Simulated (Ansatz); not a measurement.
## Ansatz (development build ahead of 0.2.0) run

```yaml
crystal:
  periodic: [false, false, false]
  atoms:
    - { symbol: C, position_ang: [0.0, -0.44773, -0.38184] }
    - { symbol: C, position_ang: [0.0, -0.46931, 1.24923] }
    - { symbol: O, position_ang: [0.0, 0.99704, -0.84339] }
    - { symbol: H, position_ang: [-0.96031, -1.03853, -0.7884] }
    - { symbol: H, position_ang: [0.96031, -1.03853, -0.7884] }
    - { symbol: H, position_ang: [0.0, -1.58412, 1.6604] }
    - { symbol: H, position_ang: [0.96079, 0.08911, 1.67049] }
    - { symbol: H, position_ang: [-0.96079, 0.08911, 1.67049] }
    - { symbol: H, position_ang: [0.0, 1.00883, -1.88177] }
basis:
  gaussian: { orbitals: def2-TZVP }
hamiltonian:
  xc: hf
correlation:
  method: mp2
  frozen_orbitals: { C: 1, H: 0, O: 1 }
```

The input is written out in the form of the current development build from the run's settings.

Results

| Item | Value |
| --- | --- |
| Converged | yes |
| Reference energy | -154.08969 hartree |
| Correlation energy | -0.59527 hartree |
| Total energy | -154.68496 hartree |
| Spin squared of the determinant | 0.000 |

Caution: no unrestricted run beside it, a lower state can exist.
